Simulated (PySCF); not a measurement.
Molecule: Anisole (COc1ccccc1, C$_{7}$H$_{8}$O).

Geometry:
```csv
atom,x (Å),y (Å),z (Å)
C1,-2.417,0.377,0.061
O2,-1.346,-0.328,-0.495
C3,-0.094,-0.058,-0.071
C4,0.931,-0.802,-0.673
C5,2.253,-0.595,-0.302
C6,2.577,0.353,0.673
C7,1.558,1.089,1.268
C8,0.223,0.893,0.906
H9,-3.328,0.003,-0.422
H10,-2.499,0.211,1.150
H11,-2.336,1.463,-0.124
H12,0.657,-1.537,-1.431
H13,3.042,-1.182,-0.779
H14,3.617,0.514,0.963
H15,1.795,1.834,2.031
H16,-0.556,1.484,1.388
```

Geometry PBE0-D3(BJ)/def2-SVP throughout; GIAO in PySCF 2.14, gas phase, one conformer, non-relativistic; equivalent atoms averaged; basis pcSseg-1.

For orientation, B3LYP gives these shifts δ (against TMS, H2O at the same level): C3 166.3, C6 125.4, C4/C8 117.6, C1 54.5, O2 108.4, H13/H15 7.24, H14 6.87, H12/H16 6.71, H9/H10/H11 3.67 ppm.

A run gave: C3 161.3, C6 122.0, C4/C8 114.5, C1 53.5, O2 101.4, H13/H15 7.30, H14 6.92, H12/H16 6.77, H9/H10/H11 3.65 ppm (shifts δ (against TMS, H2O at the same level)).

Question: Which functional was used in that run?
A. PBE0
B. B97-D
C. HF
D. B97-2

Answer: D. C3 tells them apart best: B97-2 gives 161.3, PBE0 gives 164.6, B97-D gives 158.4, HF gives 166.6 ppm.
